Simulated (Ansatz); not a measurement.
**How far each method lies from full CI for PH⁻, quartet**

Geometry: a PBE0/def2-TZVPD stationary point for this spin. The doublet lies 1.6 eV lower here.

```xyz
2

P     0.0000    0.0000    0.0000
H     0.0000    0.0000    1.5586
```

Basis 6-31++G** (Cartesian d functions); Ansatz 0.2.0. Correlated methods freeze the noble-gas cores, which leaves 7 electrons in 24 orbitals. Prefix R: restricted or restricted open-shell reference; prefix U: unrestricted. Active spaces: valence = (7e, 5o) chosen from the atoms' valence shells. This anion state lies near or above the neutral species, so the extra electron is weakly bound or unbound and the energies hang on the diffuse functions.

Full CI is exact within this basis and frozen core; it isn't the basis-set limit. The frozen core follows each run's orbitals, which can shift R against U totals by a few meV.

For open shells CISD and CISDTQ are restricted-active-space CI with the open shells as a complete middle space.

```
UHF ⟨S²⟩                          : 3.771
T1 diagnostic (RCCSD)             : 0.0311
largest doubles amplitude (RCCSD) : 0.081
T1 diagnostic (UCCSD)             : 0.0271
```

| level | E − E(full CI) (kcal/mol) | share of correlation (%) | wall time |
| --- | --- | --- | --- |
| RHF | 71.62 | 0.00 | – |
| UHF | 67.96 | 5.11 | – |
| RMP2 | 15.31 | 78.62 | – |
| UMP2 | 15.73 | 78.03 | – |
| CISD | 4.16 | 94.19 | 1.2 s |
| RCCSD | 2.23 | 96.89 | – |
| UCCSD | 2.17 | 96.97 | – |
| RCCSD(T) | 0.49 | 99.32 | 1.4 s |
| UCCSD(T) | 0.48 | 99.33 | 1.2 s |
| BCCD(T) | 0.47 | 99.34 | 1.5 s |
| RCCSDT | 0.07 | 99.91 | – |
| UCCSDT | 0.06 | 99.92 | – |
| CISDTQ | 0.06 | 99.92 | 30 s |
| RCCSDT(Q) | 0.01 | 99.99 | 4.3 s |
| UCCSDT(Q) | 0.00 | 100.00 | 3.7 s |
| CASSCF (valence space) | 71.62 | 0.00 | – |
| NEVPT2 (valence space) | 20.64 | 71.19 | 0.57 s |
| MRCISD (valence space) | 4.77 | 93.34 | – |
| MRCISD+Q (valence space) | 0.04 | 99.94 | 0.84 s |

The correlation energy at full CI, counted from RHF, is -3.106 eV. That run took 50 s on 1 thread of Arm Neoverse V1, shared host over 2,943,076 determinants.

Times hold each run's SCF and search for its determinant on a shared host, so for small cases they say little of a method's own cost; they ran on 1 thread of Arm Neoverse V1.

The full-CI state has the irrep A2 of C2v, in the program's axes (one component, if the state is degenerate).

Natural occupations of full CI about the gap: 1.957 1.934 0.993 0.993 0.988 0.046 0.017 0.010 0.010 0.009; effectively unpaired electrons, Σ n²(2−n)², 3.03.
